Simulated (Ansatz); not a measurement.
# AlH2SF (SMILES [F][AlH][SH]) at 6 levels

Wanted: a comparison of 6 runs (HF/STO-3G, UHF/STO-3G, B2PLYP/STO-3G, revPBE/STO-3G, CCSDT(Q)/STO-3G, CCSD(T)/STO-3G) of AlH2SF. 

The calculation is run with Ansatz 0.2.0.

65 further runs of the same task are left out: 1 that didn't finish, 64 set aside as unsound or not needed.

## 1. The structure to begin with

The species is AlH2SF (5 atoms), meant as a singlet with charge 0. SMILES: `[F][AlH][SH]`. The H5–S3 distance was set to 2.018 Å, away from the relaxed value. At this shape a bond of the SMILES string is far longer than usual.

Bond lengths: F1–Al2 1.645 Å, Al2–S3 2.169 Å, Al2–H4 1.569 Å. Angles: F1–Al2–S3 116.3°, F1–Al2–H4 119.8°, S3–Al2–H4 123.9°. A long bond or contact: S3–H5 2.018 Å.

## 2. The energy at HF/STO-3G (run 1)

in.yaml reads:

```yaml
crystal:
  periodic: [false, false, false]
  atoms:
    - {symbol: F, position_ang: [-1.221601, -2.023633, 1.340331]}
    - {symbol: Al, position_ang: [-0.532001, -0.796933, 0.487631]}
    - {symbol: S, position_ang: [1.517999, -0.305233, 0.996331]}
    - {symbol: H, position_ang: [-1.359201, -0.057433, -0.622369]}
    - {symbol: H, position_ang: [1.572300, 1.158200, -0.392100]}
basis:
  gaussian:
    orbitals: STO-3G
hamiltonian:
  xc: hf
accuracy: high
```

Run with:

```console
ansatz run in.yaml --threads 1 --pin off --max-ram 2610MiB --events-out events.jsonl --progress --plain --runs-dir runs
```

Log:

```text
Warning: RAYON_NUM_THREADS=1 ignored (pool sized by the plan → 1); use --threads N
Functional definition: HF
  name "HF"
  exchange = exact_x
  correlation = 0
454 factors; integrals over basis functions are off by at most 3.4e-8 eV
mean field evaluation 1: about -19897.2490 eV, gradient 2.4e1 eV
mean field evaluation 2: about -19897.2576 eV, gradient 2.4e1 eV
mean field evaluation 4: about -19900.1097 eV, gradient 1.4e0 eV
mean field evaluation 8: about -19900.1207 eV, gradient 2.9e-2 eV
mean field -19900.12072036 eV, -731.3159476868 hartree, gradient 6.5e-8 eV, S^2 0.000000; 0 other end points of the search recorded, 0 dependent functions left out
reference -19900.12072036 eV, -731.3159476868 hartree; 20, 20 occupied and 5, 5 virtual orbitals, 454 factors
Total energy: -19900.12072036 eV, -731.3159476868 hartree
```

Run time: 0.08 s. Hardware: 1 thread of AMD EPYC 9R45 (Zen 5), shared host.

## 3. The energy at UHF/STO-3G (run 2)

in.yaml reads:

```yaml
crystal:
  periodic: [false, false, false]
  atoms:
    - symbol: F
      position_ang: [-1.221601, -2.023633, 1.340331]
    - symbol: Al
      position_ang: [-0.532001, -0.796933, 0.487631]
    - symbol: S
      position_ang: [1.517999, -0.305233, 0.996331]
    - symbol: H
      position_ang: [-1.359201, -0.057433, -0.622369]
    - symbol: H
      position_ang: [1.572300, 1.158200, -0.392100]
basis:
  gaussian:
    orbitals: STO-3G
magnetization:
  spin_polarized: true
  initial_magnetization: 0
hamiltonian:
  xc: hf
accuracy: high
```

Run with:

```console
ansatz run in.yaml --threads 1 --pin off --max-ram 2610MiB --events-out events.jsonl --progress --plain --runs-dir runs
```

Log:

```text
Warning: RAYON_NUM_THREADS=1 ignored (pool sized by the plan → 1); use --threads N
Functional definition: HF
  name "HF"
  exchange = exact_x
  correlation = 0
454 factors; integrals over basis functions are off by at most 3.4e-8 eV
mean field evaluation 1: about -19897.2490 eV, gradient 1.7e1 eV
mean field evaluation 2: about -19897.2576 eV, gradient 1.7e1 eV
mean field evaluation 4: about -19900.1097 eV, gradient 9.7e-1 eV
mean field evaluation 8: about -19900.1207 eV, gradient 2.0e-2 eV
mean field evaluation 16: about -19901.0080 eV, gradient 2.9e-1 eV
mean field evaluation 32: about -19900.9972 eV, gradient 1.3e-4 eV
mean field -19900.99721660 eV, -731.3481583297 hartree, gradient 1.6e-8 eV, S^2 0.653232; 3 other end points of the search recorded, 0 dependent functions left out
reference -19900.99721660 eV, -731.3481583297 hartree; 20, 20 occupied and 5, 5 virtual orbitals, 454 factors
Total energy: -19900.99721660 eV, -731.3481583297 hartree
```

Run time: 0.16 s. Hardware: 1 thread of AMD EPYC 9R45 (Zen 5), shared host.

Runs 3 to 5 aren't shown in full; the table further down has their settings and results.

## 4. The energy at CCSD(T)/STO-3G (run 6)

run.yaml reads:

```yaml
basis:
  gaussian:
    orbitals: STO-3G
crystal:
  periodic: [false, false, false]
  atoms:
    - {symbol: F, position_ang: [-1.221601, -2.023633, 1.340331]}
    - {symbol: Al, position_ang: [-0.532001, -0.796933, 0.487631]}
    - {symbol: S, position_ang: [1.517999, -0.305233, 0.996331]}
    - {symbol: H, position_ang: [-1.359201, -0.057433, -0.622369]}
    - {symbol: H, position_ang: [1.572300, 1.158200, -0.392100]}
correlation:
  method: ccsd_t
  frozen_orbitals: {Al: 5, F: 1, H: 0, S: 5}
accuracy: high
scf:
  omitted_lower_state_checks: [cluster_reference, increment]
```

Run with:

```console
ansatz run run.yaml --threads 1 --pin off --max-ram 2610MiB --events-out events.jsonl --progress --plain --runs-dir runs
```

Log, cut to the lines that bear on the results:

```text
Warning: RAYON_NUM_THREADS=1 ignored (pool sized by the plan → 1); use --threads N
Functional definition: HF
  name "HF"
[...]
454 factors; integrals over basis functions are off by at most 3.4e-8 eV
[...]
mean field -19900.12072036 eV, -731.3159476868 hartree, gradient 6.5e-8 eV, S^2 0.000000; 0 other end points of the search recorded, 0 dependent functions left out; unrestricted orbitals would lower it
11 core orbitals not correlated: weight in the atoms' cores, before any rotation towards them, 0.999 or more for the frozen orbitals, at most 0.000 for the correlated occupied ones
reference -19900.12072036 eV, -731.3159476868 hartree; 9, 9 occupied and 5, 5 virtual orbitals, 454 factors
second order -2.62109509 eV of doubles, -0.00000000 eV of singles
cycle   1  -3.23321083 eV  change   -6.1e-1 eV  update   1.2e-1
[...]
cycle  28  -3.78083021 eV  change   -1.7e-9 eV  update   1.1e-9
perturbative correction -0.11995780 eV, -0.0044083679 hartree
Total energy: -19904.02150836 eV, -731.4592990020 hartree
Checks for a lower state left out: cluster_reference, increment
```

It took 0.12 s on 1 thread of AMD EPYC 9R45 (Zen 5), shared host.

## 5. All runs side by side

```csv
run,level,frozen core orbitals,energy (Eh),wall time
1,HF/STO-3G,–,-731.315948,0.08 s
2,UHF/STO-3G,–,-731.348158,0.16 s
3,B2PLYP/STO-3G,11,-732.425497,0.62 s
4,revPBE/STO-3G,–,-732.686974,0.5 s
5,CCSDT(Q)/STO-3G,11,-731.460175,0.26 s
6,CCSD(T)/STO-3G,11,-731.459299,0.12 s
```

## 6. Outcome

| quantity | value |
| --- | --- |
| run 6: total energy | -731.45930 Eh |
| run 6: correlation energy (11 core orbitals frozen) | -143.4 mEh |
| run 6: (T) correction | -4.41 mEh |
| run 6: T1 diagnostic | 0.017 |

Below the UHF energy at the same shape and in the same basis (STO-3G): CCSDT(Q) -112.0 mEh; CCSD(T) -111.1 mEh. Some of these start from another determinant than that one, so these aren't their correlation energies. Totals of different functionals can't be ranked against each other. In runs 3, 5, 6 the log says that unrestricted orbitals would lower the reference, so the values rest on an unstable closed-shell determinant (other closed-shell runs at this shape may share the fault). In runs 1, 2, 3, 4, 5, 6 the basis is minimal, so the values are rough. Spin contamination of the reference: run 2 ⟨S²⟩ = 0.65. Where it is this large, the reference is a mixture of spin states, and values that rest on it are in doubt. All runs together took 1.7 s, the longest 0.62 s.
